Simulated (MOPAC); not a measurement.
MOPAC input (PM6):

```
PM6 1SCF UHF MS=0.5 GEO-OK AUX(PRECISION=9) THREADS=1
C4H5

C     0.86960503 1    1.66518517 1   -0.12267063 1
C     0.10658209 1    0.63012540 1    0.03870510 1
C    -0.68708286 1   -0.44387260 1    0.20689303 1
C    -0.34283198 1   -1.75679535 1   -0.09043260 1
H     1.53637185 1    2.01545253 1    0.66246752 1
H     0.88059896 1    2.23165153 1   -1.05148823 1
H    -1.67916485 1   -0.25344235 1    0.61049230 1
H     0.62962337 1   -2.00162375 1   -0.49338437 1
H    -1.04506298 1   -2.55989368 1    0.07694336 1
```

Output:

```
 *******************************************************************************
 **                                                                           **
 **                              MOPAC v23.2.5                                **
 **                                                                           **
 *******************************************************************************
 ** MOPAC's Digital Object Identifier: https://doi.org/10.5281/zenodo.6511958 **
 **                                                                           **
 ** Please cite the open-source release paper for use of this MOPAC version:  **
 ** J. E. Moussa and J. J. P. Stewart (2026)                                  **
 ** MOPAC: An open-source semiempirical molecular orbital program             **
 ** J. Open Source Softw., 11(119), 8025, https://doi.org/10.21105/joss.08025 **
 *******************************************************************************

                              PM6 CALCULATION RESULTS

 *******************************************************************************
 *  PM6        - The PM6 Hamiltonian to be used
 *  GEO-OK     - OVERRIDE INTERATOMIC DISTANCE AND OTHER SAFETY CHECKS
 *  UHF        - UNRESTRICTED HARTREE-FOCK CALCULATION
 *  MS=        - IN MECI, MAGNETIC COMPONENT OF SPIN =  0.5
 *  1SCF       - DO 1 SCF AND THEN STOP
 *  AUX        - OUTPUT AUXILIARY INFORMATION
 *******************************************************************************
PM6 1SCF UHF MS=0.5 GEO-OK AUX(PRECISION=9) THREADS=1
 C4H5

   ATOM   CHEMICAL          X               Y               Z
  NUMBER   SYMBOL      (ANGSTROMS)     (ANGSTROMS)     (ANGSTROMS)

     1       C          0.86960503  *   1.66518517  *  -0.12267063  *
     2       C          0.10658209  *   0.63012540  *   0.03870510  *
     3       C         -0.68708286  *  -0.44387260  *   0.20689303  *
     4       C         -0.34283198  *  -1.75679535  *  -0.09043260  *
     5       H          1.53637185  *   2.01545253  *   0.66246752  *
     6       H          0.88059896  *   2.23165153  *  -1.05148823  *
     7       H         -1.67916485  *  -0.25344235  *   0.61049230  *
     8       H          0.62962337  *  -2.00162375  *  -0.49338437  *
     9       H         -1.04506298  *  -2.55989368  *   0.07694336  *

          CARTESIAN COORDINATES

    NO.       ATOM           X           Y           Z

     1         C          0.8696      1.6652     -0.1227
     2         C          0.1066      0.6301      0.0387
     3         C         -0.6871     -0.4439      0.2069
     4         C         -0.3428     -1.7568     -0.0904
     5         H          1.5364      2.0155      0.6625
     6         H          0.8806      2.2317     -1.0515
     7         H         -1.6792     -0.2534      0.6105
     8         H          0.6296     -2.0016     -0.4934
     9         H         -1.0451     -2.5599      0.0769

 General Reference for PM6:
 "Optimization of Parameters for Semiempirical Methods V: Modification of NDDO Approximations
 and Application to 70 Elements", J. J. P. Stewart, J. Mol. Mod., 13, 1173-1213 (2007)
 URL: https://link.springer.com/article/10.1007/s00894-007-0233-4

           Empirical Formula: C4 H5  =     9 atoms

      MOLECULAR POINT GROUP   :   Cs

          UHF CALCULATION, NO. OF ALPHA ELECTRONS =   11
                           NO. OF BETA  ELECTRONS =   10

 -------------------------------------------------------------------------------
 PM6 1SCF UHF MS=0.5 GEO-OK AUX(PRECISION=9) THREADS=1
 C4H5

     1SCF WAS SPECIFIED, SO BFGS WAS NOT USED
     SCF FIELD WAS ACHIEVED

                              PM6 CALCULATION
                                                       MOPAC v23.2.5 Linux

          FINAL HEAT OF FORMATION =         59.08488 KCAL/MOL =     247.21112 KJ/MOL

          COSMO AREA              =        105.71 SQUARE ANGSTROMS
          COSMO VOLUME            =         87.13 CUBIC ANGSTROMS

          IONIZATION POTENTIAL    =          8.728990 EV
          ALPHA SOMO LUMO (EV)    =         -8.729  1.015
          BETA  SOMO LUMO (EV)    =        -10.550  0.045
          NO. OF ALPHA ELECTRONS  =         11
          NO. OF BETA  ELECTRONS  =         10
          MOLECULAR WEIGHT        =         53.0835         POINT GROUP:  Cs

          MOLECULAR DIMENSIONS (Angstroms)

            Atom       Atom       Distance
            H     9    H     5     5.28587
            H     7    H     8     3.05732
            H     5    H     6     1.81858

          SCF CALCULATIONS        =          1

   ATOM   CHEMICAL          X               Y               Z
  NUMBER   SYMBOL      (ANGSTROMS)     (ANGSTROMS)     (ANGSTROMS)

     1       C          0.86960503  *   1.66518517  *  -0.12267063  *
     2       C          0.10658209  *   0.63012540  *   0.03870510  *
     3       C         -0.68708286  *  -0.44387260  *   0.20689303  *
     4       C         -0.34283198  *  -1.75679535  *  -0.09043260  *
     5       H          1.53637185  *   2.01545253  *   0.66246752  *
     6       H          0.88059896  *   2.23165153  *  -1.05148823  *
     7       H         -1.67916485  *  -0.25344235  *   0.61049230  *
     8       H          0.62962337  *  -2.00162375  *  -0.49338437  *
     9       H         -1.04506298  *  -2.55989368  *   0.07694336  *

                             CARTESIAN COORDINATES

   1    C        0.869605030     1.665185170    -0.122670630
   2    C        0.106582090     0.630125400     0.038705100
   3    C       -0.687082860    -0.443872600     0.206893030
   4    C       -0.342831980    -1.756795350    -0.090432600
   5    H        1.536371850     2.015452530     0.662467520
   6    H        0.880598960     2.231651530    -1.051488230
   7    H       -1.679164850    -0.253442350     0.610492300
   8    H        0.629623370    -2.001623750    -0.493384370
   9    H       -1.045062980    -2.559893680     0.076943360

           Empirical Formula: C4 H5  =     9 atoms

      MOLECULAR POINT GROUP   :   Cs

          ALPHA EIGENVALUES
 -27.78385 -26.15297 -22.20007 -18.15078 -15.96196 -15.36150 -14.74542 -13.01170
 -11.66439 -10.58477  -8.72899   1.01504   1.20911   4.77710   5.10037   5.44742
   5.80730   5.86605   6.13469   6.29528   6.56413

           BETA EIGENVALUES
 -27.66490 -26.03710 -21.98282 -18.05712 -15.82617 -15.01998 -14.58737 -12.84319
 -10.94948 -10.54998   0.04484   1.24918   2.11211   4.86965   5.26428   5.49938
   5.89288   5.96903   6.30580   6.41713   6.66294

              NET ATOMIC CHARGES AND DIPOLE CONTRIBUTIONS

  ATOM NO.   TYPE          CHARGE      No. of ELECS.   s-Pop       p-Pop
    1          C          -0.385632        4.3856     1.10624     3.27939
    2          C           0.020549        3.9795     1.12840     2.85106
    3          C          -0.159991        4.1600     1.08004     3.07995
    4          C          -0.300679        4.3007     1.12991     3.17077
    5          H           0.181164        0.8188     0.81884
    6          H           0.181164        0.8188     0.81884
    7          H           0.162693        0.8373     0.83731
    8          H           0.151497        0.8485     0.84850
    9          H           0.149235        0.8508     0.85077
 DIPOLE           X         Y         Z       TOTAL
 POINT-CHG.    -0.077     0.062     0.037     0.106
 HYBRID         0.014     0.077     0.004     0.079
 SUM           -0.063     0.140     0.042     0.159

          ATOMIC ORBITAL ELECTRON POPULATIONS

     Atom    s        px        py        pz
    1  C   1.10624   1.08144   1.06146   1.13649
    2  C   1.12840   0.93862   0.94658   0.96585
    3  C   1.08004   1.06155   0.96713   1.05127
    4  C   1.12991   1.11499   1.01888   1.03689
    5  H   0.81884
    6  H   0.81884
    7  H   0.83731
    8  H   0.84850
    9  H   0.85077

                    (SZ)    =    0.500000
                    (S**2)  =    0.910407

          ATOMIC ORBITAL SPIN POPULATIONS

    Atom   Total    s     px     py     pz
         Atomic
    1  C -0.2054 -0.011 -0.094 -0.070 -0.031
    2  C  0.7863  0.023  0.163  0.077  0.523
    3  C -0.4335 -0.018 -0.066 -0.040 -0.309
    4  C  0.8126  0.022  0.118  0.047  0.626
    5  H  0.0371  0.037
    6  H  0.0371  0.037
    7  H  0.0197  0.020
    8  H -0.0270 -0.027
    9  H -0.0269 -0.027

 **********************
 *                    *
 * JOB ENDED NORMALLY *
 *                    *
 **********************

 == MOPAC DONE ==
```

The determinant is spin-contaminated: <S^2> is 0.91 against 0.75 for a pure state.
